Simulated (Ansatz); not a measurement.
# C4H8O2: basis-set convergence

Aim: see how fast density functionals converge with the basis set for C4H8O2.

Computed with Ansatz 0.2.0, Gaussian basis. Level: one geometry, several basis sets.

Levels to be run: PBE0-D4/def2-SVP; ωB97M-V/def2-SVP; PBE0-D4/def2-QZVPP; ωB97M-V/def2-QZVPP; the functionals' def2-TZVPP values are taken from earlier runs.

## Step 1: The relaxed structure

All runs share one geometry, relaxed beforehand with PBE0-D4 in a triple-zeta def2 set.

SMILES `C1COCOC1`, 14 atoms, charge 0, spin multiplicity 1.

Atoms are counted from 1 here; the program's logs count them from 0.

Bond lengths: C1–C2 1.528 Å, C1–C6 1.528 Å, C1–H7 1.093 Å, C1–H8 1.093 Å, C2–O3 1.415 Å, C2–H9 1.090 Å, C2–H10 1.098 Å, O3–C4 1.400 Å, C4–O5 1.400 Å, C4–H11 1.099 Å, C4–H12 1.099 Å, O5–C6 1.415 Å, C6–H13 1.090 Å, C6–H14 1.098 Å. Angles: C2–C1–C6 107.3°, C2–C1–H7 109.9°, C2–C1–H8 111.1°, C6–C1–H7 111.1°, C6–C1–H8 109.9°, H7–C1–H8 107.7°, C1–C2–O3 109.2°, C1–C2–H9 112.2°, C1–C2–H10 110.6°, O3–C2–H9 106.6°, O3–C2–H10 110.0°, H9–C2–H10 108.1°, C2–O3–C4 111.1°, O3–C4–O5 112.6°, O3–C4–H11 111.3°, O3–C4–H12 105.7°, O5–C4–H11 105.7°, O5–C4–H12 111.3° and more.

## Step 2: PBE0-D4 in def2-SVP

Input file in.yaml:

```yaml
crystal:
  periodic: [false, false, false]
  atoms:
    - {symbol: C, position_ang: [0.060370, 1.228663, 0.317095]}
    - {symbol: C, position_ang: [-0.651178, 0.641065, -0.900609]}
    - {symbol: O, position_ang: [0.041928, -0.514722, -1.332846]}
    - {symbol: C, position_ang: [-0.076339, -1.552016, -0.400410]}
    - {symbol: O, position_ang: [-0.120880, -1.087786, 0.919371]}
    - {symbol: C, position_ang: [0.685888, 0.063596, 1.082341]}
    - {symbol: H, position_ang: [-0.656105, 1.769544, 0.940956]}
    - {symbol: H, position_ang: [0.838002, 1.935288, 0.015331]}
    - {symbol: H, position_ang: [-0.661974, 1.330656, -1.744813]}
    - {symbol: H, position_ang: [-1.690539, 0.386327, -0.655818]}
    - {symbol: H, position_ang: [-1.006198, -2.118425, -0.548033]}
    - {symbol: H, position_ang: [0.793836, -2.201964, -0.566624]}
    - {symbol: H, position_ang: [0.740416, 0.255602, 2.154019]}
    - {symbol: H, position_ang: [1.702772, -0.135839, 0.720041]}
basis:
  gaussian: {orbitals: def2-SVP}
hamiltonian: {xc: pbe0, dispersion: d4}
output: {orbitals: {seedname: orbitals}}
```

Run with:

```console
$ ansatz run in.yaml --threads 2 --pin off --events-out ev --progress --plain --max-ram 32768MiB --backend cpu
```

After this run come: ωB97M-V in def2-SVP; PBE0-D4 in def2-QZVPP; ωB97M-V in def2-QZVPP.

Q: Predict the results of all the runs planned. Wanted: PBE0-D4: double and triple zeta above quadruple; ωB97M-V: double and triple zeta above quadruple.

As calculated:

| quantity | value |
| --- | --- |
| PBE0-D4: double and triple zeta above quadruple | 9.94, 0.46 eV |
| ωB97M-V: double and triple zeta above quadruple | 10.29, 0.45 eV |

In words: For PBE0-D4 the step from double to triple zeta gains 9.48 eV and the next only 0.46 eV. Total energies overstate the basis error of differences, where much of it tends to cancel. The LUMO of ωB97M-V is positive and keeps falling with the basis (3.62 to 2.06 eV): an unbound level that the basis holds in place.
